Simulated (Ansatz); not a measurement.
Geometry optimisation, RKS B3LYP-D4/6-31G* in Ansatz.

Input file:

```yaml
crystal:
  periodic: [false, false, false]
  atoms:
    - { symbol: B, position_ang: [-0.069691, 0.269957, 0.053611] }
    - { symbol: H, position_ang: [-0.135385, 0.250391, 1.247273] }
    - { symbol: H, position_ang: [0.976115, 0.567933, -0.440426] }
    - { symbol: C, position_ang: [-1.360155, 0.06658, -0.80047] }
    - { symbol: H, position_ang: [-2.141067, -0.541097, -0.329588] }
    - { symbol: H, position_ang: [-1.788129, 1.082691, -0.899382] }
    - { symbol: H, position_ang: [-1.181528, -0.290643, -1.820119] }
    - { symbol: S, position_ang: [0.447369, -2.703479, 0.704012] }
    - { symbol: H, position_ang: [-0.797202, -2.938134, 0.23949] }
    - { symbol: H, position_ang: [0.039073, -1.601399, 1.428201] }
basis:
  gaussian: { orbitals: "6-31G*" }
hamiltonian:
  xc: b3lyp
  dispersion: d4
relax:
  f_tol: 0.03
  max_steps: 50
```

Run as:

```bash
$ ansatz run input.yaml --threads 1 --pin off --max-ram 2048MiB --backend cpu --events-out ev --progress --plain --runs-dir out
```

**Question.** Where does it end, and by what steps?

**Answer.** It converged. After 19 steps the energy has fallen by 0.278 eV; H10 moved furthest, 1.05 Å. Joined: B1–S8 (3.09 → 2.19 Å).

```csv
step,energy less start (eV),largest force component (eV/Å),accepted
0,0.0000,0.716,yes
1,-0.0371,0.426,yes
2,-0.0555,0.364,yes
3,-0.0585,1.037,yes
4,-0.1144,0.470,yes
5,-0.1321,0.229,yes
6,-0.1618,0.984,yes
7,-0.1948,0.572,yes
8,-0.2136,0.413,yes
9,-0.2037,0.345,no
10,-0.2334,0.080,yes
11,-0.2368,0.103,yes
12,-0.2430,0.281,yes
13,-0.2484,0.415,yes
14,-0.2701,0.056,yes
15,-0.2391,0.353,no
16,-0.2746,0.040,yes
17,-0.2767,0.183,yes
18,-0.2778,0.040,yes
19,-0.2781,0.008,yes
```

```xyz
10
Properties=species:S:1:pos:R:3
B -0.206 -0.004 0.156
H -0.483 0.251 1.300
H 0.911 0.303 -0.185
C -1.366 0.095 -0.938
H -2.320 -0.353 -0.628
H -1.569 1.164 -1.098
H -1.099 -0.318 -1.919
S 0.175 -2.158 0.318
H -0.950 -2.604 0.919
H 0.897 -2.213 1.457
```

The run took 52 s on 1 thread of Arm Neoverse V1, with other jobs on the host, peak memory 0.14 GiB.
